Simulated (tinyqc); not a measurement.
Worked calculation: extended Hueckel theory, for CH4. Computed by tinyqc, a small Python program that keeps every step (integrals from PySCF). Settings: charge = 0, K = 1.75, weighted = 1, multiplicity = 1. Command: `OMP_NUM_THREADS=1 python tinyqc.py 29679 29680 out.jsonl` (the two numbers bound the seeds that draw the settings). One thread of a shared host (Intel(R) Xeon(R) Processor @ 2.60GHz), about 0.01 s of CPU time with the checks.

## Overlaps

Geometry (angstrom):
```
atom          x          y          z
C      0.000000   0.000000   0.000000
H      0.604000   0.604000   0.604000
H      0.604000  -0.604000  -0.604000
H     -0.604000   0.604000  -0.604000
H     -0.604000  -0.604000   0.604000
```

Parameters chosen for this run:
```
element  shell  Slater exponent   H_ii (eV)
H           1s         1.300000  -13.600000
C           2s         1.625000  -21.400000
C           2p         1.625000  -11.400000
```

Slater orbitals, each expanded in six Gaussians scaled to its exponent.

overlap S, order 1C 2s, 1C 2px, 1C 2py, 1C 2pz, 2H 1s, 3H 1s, 4H 1s, 5H 1s:
$$\begin{pmatrix}
1.000000 & 0.000000 & 0.000000 & 0.000000 & 0.517179 & 0.517179 & 0.517179 & 0.517179 \\
0.000000 & 1.000000 & 0.000000 & 0.000000 & 0.292108 & 0.292108 & -0.292108 & -0.292108 \\
0.000000 & 0.000000 & 1.000000 & 0.000000 & 0.292108 & -0.292108 & 0.292108 & -0.292108 \\
0.000000 & 0.000000 & 0.000000 & 1.000000 & 0.292108 & -0.292108 & -0.292108 & 0.292108 \\
0.517179 & 0.292108 & 0.292108 & 0.292108 & 1.000000 & 0.166495 & 0.166495 & 0.166495 \\
0.517179 & 0.292108 & -0.292108 & -0.292108 & 0.166495 & 1.000000 & 0.166495 & 0.166495 \\
0.517179 & -0.292108 & 0.292108 & -0.292108 & 0.166495 & 0.166495 & 1.000000 & 0.166495 \\
0.517179 & -0.292108 & -0.292108 & 0.292108 & 0.166495 & 0.166495 & 0.166495 & 1.000000
\end{pmatrix}$$

## Wolfsberg-Helmholz matrix

diagonal H_ii (eV): 1C 2s -21.400000, 1C 2px -11.400000, 1C 2py -11.400000, 1C 2pz -11.400000, 2H 1s -13.600000, 3H 1s -13.600000, 4H 1s -13.600000, 5H 1s -13.600000

K = 1.750000

H_ij = K' S_ij (H_ii + H_jj)/2 for i != j (the diagonal keeps H_ii), with K' = K + D^2 + D^4 (1 - K), D = (H_ii - H_jj)/(H_ii + H_jj), K = 1.75.

H (eV), order 1C 2s, 1C 2px, 1C 2py, 1C 2pz, 2H 1s, 3H 1s, 4H 1s, 5H 1s:
$$\begin{pmatrix}
-21.400000 & 0.000000 & 0.000000 & 0.000000 & -16.271377 & -16.271377 & -16.271377 & -16.271377 \\
0.000000 & -11.400000 & 0.000000 & 0.000000 & -6.417981 & -6.417981 & 6.417981 & 6.417981 \\
0.000000 & 0.000000 & -11.400000 & 0.000000 & -6.417981 & 6.417981 & -6.417981 & 6.417981 \\
0.000000 & 0.000000 & 0.000000 & -11.400000 & -6.417981 & 6.417981 & 6.417981 & -6.417981 \\
-16.271377 & -6.417981 & -6.417981 & -6.417981 & -13.600000 & -3.962582 & -3.962582 & -3.962582 \\
-16.271377 & -6.417981 & 6.417981 & 6.417981 & -3.962582 & -13.600000 & -3.962582 & -3.962582 \\
-16.271377 & 6.417981 & -6.417981 & 6.417981 & -3.962582 & -3.962582 & -13.600000 & -3.962582 \\
-16.271377 & 6.417981 & 6.417981 & -6.417981 & -3.962582 & -3.962582 & -3.962582 & -13.600000
\end{pmatrix}$$

## Orbitals

valence electrons = 8

Solve H C = S C e through S^(-1/2); fill by pairs from the bottom, a degenerate level sharing its electrons equally; each orbital has its largest coefficient positive (the first on a tie).

orbital energies (eV): [-25.047215, -15.575056, -15.575056, -15.575056, 7.160907, 7.160907, 7.160907, 47.731874]

occupations: [2.000000, 2.000000, 2.000000, 2.000000, 0.000000, 0.000000, 0.000000, 0.000000]

coefficients, order 1C 2s, 1C 2px, 1C 2py, 1C 2pz, 2H 1s, 3H 1s, 4H 1s, 5H 1s:
$$\begin{pmatrix}
0.621338 & 0.000000 & 0.000000 & 0.000000 & 0.000000 & 0.000000 & 0.000000 & 1.761949 \\
0.000000 & 0.329017 & -0.397524 & 0.180520 & -0.411319 & 0.625683 & 0.913188 & 0.000000 \\
0.000000 & -0.064380 & 0.179395 & 0.512385 & 0.753269 & 0.872059 & -0.258215 & 0.000000 \\
0.000000 & -0.431820 & -0.329632 & 0.061153 & 0.811158 & -0.492554 & 0.702843 & 0.000000 \\
0.170774 & -0.093396 & -0.306006 & 0.421252 & -0.628772 & -0.548113 & -0.740396 & -0.743499 \\
0.170774 & 0.461005 & -0.138146 & -0.219558 & 1.077343 & -0.134237 & -0.255498 & -0.743499 \\
0.170774 & 0.021465 & 0.506442 & 0.151232 & -0.192720 & -0.402927 & 1.021997 & -0.743499 \\
0.170774 & -0.389074 & -0.062291 & -0.352927 & -0.255852 & 1.085277 & -0.026103 & -0.743499
\end{pmatrix}$$

sum of one-electron energies = -143.544766 eV

Within a degenerate level the vectors are fixed only up to a rotation; this is one choice.

## Mulliken analysis

P = C n C^T; charge = valence electrons (H 1, C 4) minus the sum of (P S)_ii on the atom; overlap population = 2 sum P_ij S_ij between two atoms.

charges: 1C -0.174824, 2H 0.043706, 3H 0.043706, 4H 0.043706, 5H 0.043706

Overlap populations:
```
pair      value
2-1    0.804754
3-1    0.804754
3-2   -0.042695
4-1    0.804754
4-2   -0.042695
4-3   -0.042695
5-1    0.804754
5-2   -0.042695
5-3   -0.042695
5-4   -0.042695
```
